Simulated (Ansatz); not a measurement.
Input (CCSDTQ/aug-cc-pVDZ; Ansatz, a first-principles code):

Ansatz 0.2 input:
```yaml
crystal:
  periodic: [false, false, false]
  atoms:
    - {symbol: C, position_ang: [0.00000000, 0.00000000, 0.00000000]}
    - {symbol: H, position_ang: [-0.91735784, -0.13145752, -0.63016769]}
    - {symbol: H, position_ang: [0.19015165, 1.06908770, -0.27718520]}
    - {symbol: H, position_ang: [-0.34859334, -0.62708691, 0.86091956]}
    - {symbol: H, position_ang: [1.07579953, -0.31054327, 0.04643333]}
basis:
  gaussian:
    orbitals: aug-cc-pVDZ
total_charge: 1
magnetization: {spin_polarized: true, initial_magnetization: 1}
correlation: {method: ccsdtq, electrons: outside_noble_gas}
```

Output:

```
Functional definition: HF
integrals: 0.06 GiB planned
937 factors; integrals over basis functions are off by at most 1.8e-7 eV
mean field: 0.12 GiB planned
mean field evaluation 1: about -1080.2858 eV, gradient 1.9e1 eV
mean field evaluation 2: about -1080.2857 eV, gradient 1.9e1 eV
mean field evaluation 4: about -1081.9679 eV, gradient 1.1e0 eV
mean field evaluation 8: about -1081.9834 eV, gradient 2.0e-3 eV
mean field evaluation 16: about -1081.9834 eV, gradient 2.9e-2 eV
mean field -1081.98341606 eV, -39.7621571455 hartree, gradient 2.2e-6 eV, S^2 0.757880; 0 other end points of the search recorded, 0 dependent functions left out
1 core orbitals not correlated
reference -1081.98341606 eV, -39.7621571455 hartree; 4, 3 occupied and 54, 55 virtual orbitals, 937 factors
second order -3.75757977 eV of doubles, -0.00000000 eV of singles
coupled cluster: 5.92 GiB planned
cycle   1  -4.24288911 eV  change   -4.9e-1 eV  update   4.9e-2
cycle   2  -4.52854300 eV  change   -2.9e-1 eV  update   2.0e-2
cycle   3  -4.52787640 eV  change    6.7e-4 eV  update   5.9e-3
cycle   4  -4.52920586 eV  change   -1.3e-3 eV  update   2.6e-3
cycle   5  -4.53079425 eV  change   -1.6e-3 eV  update   8.4e-4
cycle   6  -4.53009131 eV  change    7.0e-4 eV  update   3.5e-4
cycle   7  -4.53001578 eV  change    7.6e-5 eV  update   1.1e-4
cycle   8  -4.53006254 eV  change   -4.7e-5 eV  update   4.6e-5
cycle   9  -4.53006960 eV  change   -7.1e-6 eV  update   1.4e-5
cycle  10  -4.53005615 eV  change    1.3e-5 eV  update   5.1e-6
cycle  11  -4.53005720 eV  change   -1.0e-6 eV  update   2.3e-6
cycle  12  -4.53005857 eV  change   -1.4e-6 eV  update   8.2e-7
cycle  13  -4.53005886 eV  change   -2.9e-7 eV  update   2.5e-7
Total energy: -1086.51347492 eV, -39.9286337381 hartree
```
